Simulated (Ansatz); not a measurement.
System: singlet silylene, SiH$_{2}$, charge 0, multiplicity 1. SMILES: [SiH2]
Structure (B3LYP-D3(BJ)/def2-TZVP (Ansatz, a first-principles code) minimum search):
```
Si
H 1 1.5232
H 1 1.5232 2 91.51
```
Charge 0, spin multiplicity 1.

Computed values are from Ansatz. Correlated levels leave the core frozen unless marked. Open shells are spin-unrestricted. Spin-orbit coupling is left out. No relativistic terms. CBS marks a two-point X^-3 extrapolation of the correlation energy; Hartree-Fock from the larger set (for Q and 5 zeta extrapolated as (X+1)exp(-9√X)).

- atomisation energy De: 643.4 kJ/mol at CCSD(T)/CBS(cc-pV(Q+d)Z,cc-pV(5+d)Z)
- vertical ionisation energy (to the doublet): 9.54 eV at CCSD(T)/CBS(aug-cc-pV(T+d)Z,aug-cc-pV(Q+d)Z)
- vertical electron affinity (to the doublet; negative means unbound): 1.06 eV at CCSD(T)/CBS(aug-cc-pV(T+d)Z,aug-cc-pV(Q+d)Z)
- vertical triplet-singlet gap: 1.27 eV at CCSD(T)/CBS(aug-cc-pV(T+d)Z,aug-cc-pV(Q+d)Z)
- total energy: -290.1852 Eh at CCSD(T)/CBS(cc-pV(Q+d)Z,cc-pV(5+d)Z)
- dipole moment: 0.04 D at CCSD(T)/aug-cc-pV(D+d)Z
- T1 diagnostic: 0.015 at CCSD/cc-pV(5+d)Z
- measured enthalpy of formation, 298 K: 272.8 kJ/mol (G2/97 table in ASE (Curtiss et al.); older table, unchecked)

The Hartree-Fock reference is unstable (checked in the largest basis), which strains HF and MP2.
